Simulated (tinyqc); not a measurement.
UHF in the sto-6g basis, for LiH, spin multiplicity 3, step by step. One step of it, computed by the program tinyqc.

Task: Iteration 2: DIIS coefficients. Solve [B -1; -1 0][c; lambda] = [0; -1] for the coefficients, which sum to one.

B (overlaps of the stored error matrices):
```
,1,2
1,1.1669773e-01,4.3705315e-02
2,4.3705315e-02,1.9767144e-02
```

Give: DIIS coefficients.

Result:

DIIS coefficients: -0.4880  1.4880
